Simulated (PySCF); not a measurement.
C3H5N: core ionisation energies

Ethyl isocyanide, C₃H₅N.
Cartesian coordinates in Å at the PBE0-D3(BJ)/def2-SVP level; atoms count from 1:
```
atom  x, y, z in Å
C1     2.2456   -0.3819   -1.2356
N2     1.3438    0.0677   -0.6361
C3     0.2332    0.5757    0.0789
C4    -0.8566   -0.4674    0.2648
H5     0.5923    0.9424    1.0543
H6    -0.1539    1.4514   -0.4668
H7    -1.2288   -0.8217   -0.7071
H8    -1.6984   -0.0325    0.8224
H9    -0.4771   -1.3337    0.8251
```

Method used: delta-SCF UKS SCAN, pcX-2 on the ionised atom, pcseg-1 elsewhere, spin-free X2C (PySCF). These are vertical core ionisation energies against the vacuum level, from separate self-consistent calculations with and without the core hole.

Problem. Give the core binding energies atom by atom.

Solution. 
```csv
atom(s),environment,level,binding energy (eV),above the level's lowest (eV),count
C1,isocyanide carbon,C 1s,292.02,+0.57,1
N2,isocyanide nitrogen,N 1s,406.34,0.00,1
C3,sp3 carbon bound to nitrogen,C 1s,293.09,+1.64,1
C4,methyl carbon,C 1s,291.45,0.00,1
```

Lowest listed C 1s: C4, bonded to C and 3 H. Highest, 1.64 eV above it: C3, bonded to N, C and 2 H.

Problem. Which photon wavelength matches the C 1s of C4 threshold?

Solution. λ = hc/E = 12398.42 eV Å / 291.45 eV = 42.540 Å.

Problem. Which photon energy gives electrons from C 1s of C4 a kinetic energy of 20 eV, and what is their de Broglie wavelength?

Solution. hν = 291.45 + 20 = 311.45 eV, recoil neglected; λ = 12.264 Å/√(E/eV) = 2.74 Å.

Spin contamination (⟨S²⟩ against 0.75 for a pure doublet) is marked for C 1s of C1 (0.86), which makes this value less certain. Geometry: PBE0-D3(BJ)/def2-SVP; no solvent, vibrations or thermal averaging.
